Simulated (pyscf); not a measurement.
H₂S + Cl–Ge:–Cl [singlet] → S=Ge(Cl)–Cl + hydrogen (H₂), a concerted two-bond exchange (singlet surface; H–S, H–S broken, Ge–S, H–H formed). Single points on ωB97X-D3(BJ)/def2-SVP structures (PySCF, gas phase). Energies in eV from the separated reactants.

AM1 to PM7: differences of heats of formation from MOPAC, which are fitted to 298 K values and so differ in kind from electronic energies by zero-point and thermal terms. 

Q: Quick AM1 single points give ΔE‡ = 0.92 eV and ΔE = +1.06 eV. What does ωB97M-D3(BJ)/def2-TZVP give, and how far is the quick result from it?

A: ωB97M-D3(BJ)/def2-TZVP gives ΔE‡ = 2.43 eV and ΔE = +0.59 eV. AM1 lies 1.51 eV under it in the barrier and 0.47 eV over it in the reaction energy, so on this step it does not hold to within 0.13 eV. At AM1 this geometry lies under one side, so its ΔE‡ may be no barrier of that level. ωB97M-D3(BJ)/def2-TZVP has limits of its own. On the reactant side the descent ends in a bound adduct, 0.52 eV under the separated species and 2.84 eV under the saddle at ωB97X-D3(BJ)/def2-TZVP. At ωB97X-D3(BJ)/def2-TZVP the barrier from the zero used here is 2.33 eV. The same reactants have a lower exit, to HS–Ge:–Cl [singlet] + HCl (barrier +0.39 eV at ωB97M-D3(BJ)/def2-TZVP, against +2.43 eV here). One saddle was located; it need not be the lowest between these sides. In the def2 sets elements up to Kr have no core potential.
